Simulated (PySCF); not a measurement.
The vertical singlet excitations below were computed for one of the candidates. Theory: PySCF, TDDFT CAM-B3LYP/def2-SVPD, vertical, gas phase, core orbitals frozen in the response. Geometries: GFN2-xTB, one conformer each.

```csv
state,E (eV),f
S1,5.68,0.0069
S2,6.26,0.021
S3,6.67,0.0022
S4,6.75,0.018
S5,7.26,0.080
S6,7.56,0.054
S7,7.70,0.0039
S8,8.06,0.121
```

Question: Which structure fits? All have the formula C2H3P.
A. `C(#C)P`
B. `CC#P`
C. `C1=CP1`

Answer: A. Its S1, at 5.68 eV, is the highest among the candidates; the nearest of the others has S1 at 5.25 eV. S1 is HOMO→LUMO (86%). Löwdin shares by element: HOMO carbon 49%, phosphorus 38%, hydrogen 5% or more; LUMO carbon 45%, phosphorus 30%, hydrogen 10% or more (atoms not listed hold the other 16%). At the same level the other candidates give, for their lowest levels:
- `CC#P`: 4.27 eV (f 0.000); 4.63 eV (f 0.001 summed over 2 states); 6.92 eV (f 0.048 summed over 2 states); 7.51 eV (f 0.056 summed over 2 states); 7.62 eV (f 0.896); T1 3.29 eV; HOMO -8.64, LUMO 0.27 eV
- `C1=CP1`: 5.25 eV (f 0.005); 5.53 eV (f 0.011); 5.82 eV (f 0.002); 6.52 eV (f 0.019); 6.90 eV (f 0.061); T1 3.91 eV; HOMO -8.12, LUMO 0.71 eV
Triplets come from the Tamm–Dancoff approximation.
